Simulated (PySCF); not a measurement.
Gas-phase reaction: 6 CH3SiH = 3 SiH + 2 (CH3)3Si + SiH3

Energies from PySCF, thermal terms from the rigid-rotor harmonic-oscillator model, ideal gas at 1 bar. † marks an energy on the PBE0/def2-TZVP geometry and frequencies; other levels use their own. MP2 freezes the core. Open shells (unrestricted): SiH (multiplicity 2), (CH3)3Si (multiplicity 2), SiH3 (multiplicity 2); the rest are closed-shell singlets. Spin-orbit splitting is ignored; it lowers the true energy and changes the entropy of SiH. CH3SiH, (CH3)3Si: computed as isolated molecules; such fragments, hydroxides, amides, oligomers or adducts are transient or little studied in the gas. MP2 isn't extrapolated to the basis-set limit.

```csv
level,"ΔH°(298 K), kJ"
MP2/def2-SVP†,35
PBE/def2-SVP,81
PBE0/def2-QZVP†,…
PBE0/def2-SVP†,…
LDA/def2-TZVP†,131
```

Task: Complete the blanks.

Result: 
- PBE0/def2-QZVP†, ΔH°(298 K), kJ: 47
- PBE0/def2-SVP†, ΔH°(298 K), kJ: 47
